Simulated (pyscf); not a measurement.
H₃C–Br + F–C:–F [singlet] → F–CH(F)–CH₂–Br, an insertion (singlet surface; C–H broken, C–C, C–H formed). PySCF, gas phase, ωB97X-D3(BJ)/def2-SVP geometries. Energies in kcal/mol from the separated reactants.

Small-basis levels: PySCF, no dispersion term, spherical d functions. 

Q: In single points HF/3-21G puts the saddle at 59.5 kcal/mol and the reaction energy at -56.4 kcal/mol. Should these be trusted to within a few kcal/mol? Compare with ωB97M-D3(BJ)/def2-TZVP.

A: ωB97M-D3(BJ)/def2-TZVP gives ΔE‡ = 38.3 kcal/mol and ΔE = -56.6 kcal/mol. HF/3-21G lies 21.3 kcal/mol over it in the barrier and 0.3 kcal/mol over it in the reaction energy, so on this step it does not hold to within 3.0 kcal/mol. ωB97M-D3(BJ)/def2-TZVP has limits of its own. This is the saddle that the search found; another between the same sides may lie lower. In the def2 sets elements up to Kr have no core potential.
